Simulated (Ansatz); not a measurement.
System: Cu2ZnSnS4 (I-4, No. 82). Method: r²SCAN+rVV10 in Ansatz (plane waves, PAW).

Run with plane-wave cutoff 560 eV, 10×10×10 k mesh, Fermi–Dirac smearing 0.01 eV, no spin polarisation, scalar-relativistic PAW data made under PBE.

Cell (relaxed at this level):

Cu₂SnZnS₄ has the tetragonal space group I-4 (No. 82), Pearson symbol tI16. Conventional cell: a = b = 5.391 Å, c = 10.779 Å, α = β = γ = 90.00°. Zn on 2c has 4 S at 2.331 Å (tetrahedral). Cu1 on 2a has 4 S at 2.290 Å (tetrahedral). Cu2 on 2d is coordinated by 4 S at 2.288 Å (tetrahedral). Sn on 2b sees 4 S at 2.433 Å (tetrahedral). S on 8g is surrounded by 2 Cu at 2.288–2.290 Å and 1 Zn at 2.331 Å and 1 Sn at 2.433 Å (tetrahedral). (Neighbours: up to the widest gap in distance over summed covalent radii, below 1.35, at either atom; cation-cation and far metal-metal contacts left out.)
(The calculation used a cell of 8 atoms; values per cell refer to that cell.)

Question: Predict the band gap.

Answer: 
band gap: 0.48 eV (on the SCF k mesh)

Measured, for comparison: band gap 1.49 eV (temperature not stated, no zero-point or thermal correction, direct; as tabulated in Wikipedia's data pages).

Spin–orbit coupling is not included.

The result took roughly 40 core-minutes.

Ansatz is a program for electronic structure.
